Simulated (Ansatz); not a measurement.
For zinc-blende InP, LDA in Ansatz (PAW) gives:

- lattice parameter a: 5.827 Å
- bulk modulus: 71.2 GPa
- cohesive energy: 3.96 eV/atom
- band gap at the measured cell: 0.46 eV
- elastic constant C11: 101 GPa
- elastic constant C44: 45.4 GPa
- Voigt–Reuss–Hill shear modulus: 33.9 GPa

Q: What does PBE0 in Ansatz (PAW) give for the same quantities?

A: 
- lattice constant a: 5.895 Å (rises by 1.2 %)
- bulk modulus: 70.7 GPa (falls by 0.7 %)
- cohesive energy: 3.16 eV/atom (falls by 0.80 eV/atom)
- band gap at the measured cell: 2.06 eV (goes up by 1.60 eV)
- elastic constant C11: 102 GPa (is nearly the same)
- elastic constant C44: 47.6 GPa (increases by 4.8 %)
- Voigt–Reuss–Hill shear modulus: 36.0 GPa (rises by 6.2 %)

For comparison: lattice constant a 5.858 Å (measured, static lattice: zero-point anharmonic expansion removed; as tabulated in Mejia-Rodriguez and Trickey (2018), arXiv:1807.09216); bulk modulus 72 GPa (measured, 0 K value with the zero-point phonon effect removed; as tabulated in Mejia-Rodriguez and Trickey (2018), arXiv:1807.09216); band gap 1.47 eV (measured, zero-point renormalisation of 0.05 eV added back here (the table's ZPR column); inputs from Chen et al. (2018), doi:10.1103/physrevmaterials.2.073803); elastic constant C11 101 GPa (measured, temperature not stated, not corrected to a static lattice; as tabulated in Oses et al. (2018), arXiv:1811.08464); elastic constant C44 45.6 GPa (measured, temperature not stated, no zero-point or thermal correction; as tabulated in Oses et al. (2018), arXiv:1811.08464).

Changes are worked out from the printed values.

Unless a cell is named, each level is at its own relaxed cell (LDA 24.73, PBE0 25.61 Å³/atom).

Levels without +SOC leave out spin–orbit coupling, which shifts energies and cells of such heavy elements.

Spin–orbit coupling is included only where a level's name says +SOC; with heavier elements it mostly lowers gaps and can invert bands. Density-functional gaps are differences of (generalised) Kohn–Sham levels.

Ansatz's density-functional and Hartree–Fock values are scalar-relativistic unless marked +SOC, with PAW data made under PBE.

Ansatz is a first-principles code.
